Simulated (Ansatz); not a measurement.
Ansatz (a program for electronic structure) input:

Ansatz 0.2 input:
```yaml
crystal:
  periodic: [false, false, false]
  atoms:
    - {symbol: C, position_ang: [0.01225366, -0.24478813, -1.08693639]}
    - {symbol: Cl, position_ang: [-0.00641773, 0.12820516, 0.56927130]}
    - {symbol: H, position_ang: [0.96940014, -0.33504208, -1.57184899]}
    - {symbol: H, position_ang: [-0.93382079, -0.37571690, -1.58414476]}
basis:
  gaussian:
    orbitals: def2-TZVP
hamiltonian:
  xc: b3lyp
  dispersion: d3bj
magnetization: {spin_polarized: true, initial_magnetization: 1}
phonons: {temperatures: {t_min: 298.15, t_max: 298.15, t_step: 100}}
```

Predict the final energy.

-499.49233 Eh (B3LYP-D3(BJ)/def2-TZVP). The basis has 80 functions.

It need not be the lowest isomer of its formula.
